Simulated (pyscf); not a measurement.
Single points on ωB97X-D3(BJ)/def2-SVP structures (PySCF, gas phase).

Q: Estimate by transition-state theory (the high-pressure limit) the rate constant of H₂Si=PH (SMILES [SiH2]=P) + H₂ (SMILES [H][H]) → H₃Si–PH₂ (SMILES [SiH3]P) (singlet surface; H–H broken, H–P, H–Si formed) at 600 K, with ωB97M-D3(BJ)/def2-TZVP energies (ideal gas, 1 atm, RRHO with modes under 100 cm⁻¹ raised to 100, one conformer, R ln 2 for chiral ones without a mode under 150 cm⁻¹; no tunnelling).

A: The electronic barrier is 28.1 kcal/mol and the thermal terms add +17.7, so ΔG‡ = 45.7 kcal/mol. With k_BT/h = 1.25e+13 s⁻¹ and RT = 1.192 kcal/mol, and a volume of 8.18e-20 cm³ per molecule at 1 atm, k = 2.3e-23 cm³ molecule⁻¹ s⁻¹. The product is born with the 68 kcal/mol of the reverse barrier and needs collisions to keep. Wigner's tunnelling factor for 1410i cm⁻¹ would be 1.48, likely too low at so high a frequency. A shift of 1 kcal/mol in the barrier changes k by a factor 2.3. At the saddle there is also a short H–Si contact that neither side keeps. One saddle was located; it need not be the lowest between these sides.
